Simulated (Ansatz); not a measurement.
The cluster SiS₂⁻. Total charge -1; doublet. Geometry PBE-D4/def2-TZVPD.

Cartesian coordinates in Å:
```
Si -0.078 0.314 -0.424
S -1.807 -0.264 0.471
S 1.884 -0.049 -0.047
```

At PBE-D4/def2-TZVPD the highest occupied level of the charge -1 doublet lies above zero (up to 0.01 eV). By energy differences its removal costs 2.68 eV (vertical, to the charge 0 singlet, at PBE-D4/def2-TZVPD); a positive level beside a positive removal energy at the same level points to self-interaction error. The structure comes from a short search, and lower isomers may exist.

Q: Estimate the α-spin orbital energies around the gap (eV) in Ansatz with PBE-D4/def2-TZVPD, r2SCAN-D4/def2-TZVPD, PBE0-D4/def2-SVPD, r2SCAN0-D4/def2-TZVPD, ωB97X-V/def2-TZVPD.

A: 
| orbital | PBE-D4/def2-TZVPD | r2SCAN-D4/def2-TZVPD | PBE0-D4/def2-SVPD | r2SCAN0-D4/def2-TZVPD | ωB97X-V/def2-TZVPD |
| --- | --- | --- | --- | --- | --- |
| HOMO−9 | -90.11 | -92.39 | -96.18 | -97.39 | -97.84 |
| HOMO−8 | -12.58 | -13.34 | -14.97 | -15.33 | -17.83 |
| HOMO−7 | -11.78 | -12.51 | -14.07 | -14.43 | -16.85 |
| HOMO−6 | -5.97 | -6.36 | -7.57 | -7.77 | -10.10 |
| HOMO−5 | -3.42 | -3.72 | -4.81 | -4.88 | -7.01 |
| HOMO−4 | -2.41 | -2.72 | -3.75 | -3.89 | -6.14 |
| HOMO−3 | -2.36 | -2.63 | -3.57 | -3.68 | -5.87 |
| HOMO−2 | -1.32 | -1.54 | -2.39 | -2.48 | -4.50 |
| HOMO−1 | -1.14 | -1.36 | -2.28 | -2.39 | -4.48 |
| HOMO | 0.01 | -0.26 | -1.06 | -1.24 | -3.09 |
| LUMO | 2.16 | 2.21 | 2.86 | 2.87 | 4.34 |
| LUMO+1 | 3.07 | 3.59 | 4.37 | 3.78 | 4.51 |
| LUMO+2 | 3.26 | 3.80 | 4.67 | 3.96 | 4.85 |
| LUMO+3 | 3.73 | 4.39 | 4.81 | 4.55 | 5.12 |
| LUMO+4 | 3.85 | 4.46 | 5.30 | 4.62 | 5.25 |
| LUMO+5 | 4.14 | 4.62 | 5.36 | 4.93 | 5.49 |
| β HOMO | -0.99 | -1.19 | -2.05 | -2.16 | -4.18 |
| β LUMO | 0.97 | 1.33 | 1.73 | 2.01 | 3.38 |
